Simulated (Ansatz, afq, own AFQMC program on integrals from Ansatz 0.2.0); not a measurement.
AFQMC on a folder of integrals that Ansatz 0.2.0 wrote.

```yaml
crystal:
  periodic: [false, false, false]
  atoms:
    - {symbol: Si, position_ang: [0.023779, -0.240878, 0.571806]}
    - {symbol: O, position_ang: [-0.090937, 0.325966, -0.977855]}
    - {symbol: H, position_ang: [0.055008, 1.171013, 1.069208]}
    - {symbol: H, position_ang: [0.725890, 0.366681, -1.480307]}
basis:
  gaussian: {orbitals: cc-pVDZ}
magnetization: {spin_polarized: true, initial_magnetization: 2}
correlation: {method: ccsd_t, electrons: outside_noble_gas, hamiltonian_folder: ham}
```

```sh
$ ansatz run in.yaml --threads 1 --pin off --events-out ev --progress --plain --max-ram 1382MiB
```

afq runs on the folder ham with

```
--method free --trial cisd --walkers 60 --time-step 0.03 --max-blocks 80 --target-error 0.00042 --factor-cut 1e-05 --seed 7247 --times 0,0.21,0.42,0.81,1.2,1.8,2.4,3 --taylor-order 8
```

Times are imaginary, in 1/Eh. The walk had a cap of 1252 s.

afq prints:

```
orbitals 36  electrons 7 5  factors 274 of 400
reference energy -364.88730726 Eh
CCSD correlation -0.27640271 Eh in 14 cycles, weight of the determinant in the CISD state 0.8888
repeat  energy at the last time / Eh  error
    10  -365.175607  0.001787
    20  -365.173998  0.002035
    30  -365.173318  0.001465
    40  -365.172169  0.001135
    50  -365.171197  0.001015
    60  -365.171167  0.000887
    70  -365.170961  0.000789
    80  -365.171201  0.000796
time / (1/Eh)  energy / Eh  error  mean overlap
  0.00  -365.164004  0.000270  1.1260
  0.21  -365.168217  0.000328  1.1253
  0.42  -365.169575  0.000254  1.1224
  0.81  -365.171034  0.000380  1.1250
  1.20  -365.170971  0.000407  1.1269
  1.80  -365.171254  0.000509  1.1222
  2.40  -365.171005  0.000491  1.1376
  3.00  -365.171201  0.000796  1.1250
energy -365.171201 +/- 0.000796 Eh
```

The run passed its tests (error under three times the target), which doesn't prove that it has relaxed.

Against this walk (error 21.7 meV) on the same determinant: CCSD(T) 23.8 meV higher (within the noise), CCSDT(Q) 18.0 meV lower (within the noise). The error is statistical, and a free projection of finite length keeps a remainder of its start.

Cautions: remainder of the start not in the error; error above the target (21.7 against 11.4 meV); lower spins were not checked.

The walk took 4.1 min on 1 thread of Arm Neoverse V2, on a shared host. The log's last line is the free-projection energy.

CCSDT and higher add their correlation energy to the determinant of the CCSD(T) run, since their own runs factorise the integrals more tightly (a shift of under 2 meV).
